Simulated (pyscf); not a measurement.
Thermochemistry of product channels of HS–Ga(Cl)–Cl + HF on the singlet surface, in kcal/mol, from CCSD(T)/def2-TZVPP + ΔMP2(QZVPP) energies (ideal gas, 1 atm, RRHO with modes under 100 cm⁻¹ raised to 100, one conformer, R ln 2 for chiral ones without a mode under 150 cm⁻¹). Single points on ωB97X-D3(BJ)/def2-SVP structures (PySCF, gas phase). MP2 and CC: frozen core, UHF for open shells. ΔMP2 is the change of the MP2 total energy from the triple- to the quadruple-zeta basis.

```json
[
 {"products": "F–Ga(SH)–Cl + HCl", "ΔE": "+8.3", "ΔH(298 K)": "+7.1", "ΔG(600 K)": "+6.8", "ΔG(900 K)": "+6.7"},
 {"products": "H₂S + F–Ga(Cl)–Cl", "ΔE": "?", "ΔH(298 K)": "+3.4", "ΔG(600 K)": "+2.7", "ΔG(900 K)": "?"}
]
```

Fill in the missing entries.


- H₂S + F–Ga(Cl)–Cl, ΔE: +4.7
- H₂S + F–Ga(Cl)–Cl, ΔG(900 K): +2.8

These are energies of the channels, which say nothing of barriers. The CCSD(T) − MP2 part came from Ansatz, without density fitting, on the same reference. The frozen core leaves the outer d or s,p core shells of the metals and heavy elements correlated in the MP2 and CC values, and def2-TZVPP describes them poorly, which can shift differences by a few kcal/mol. Elements up to Kr have no core potential and no relativistic terms here.
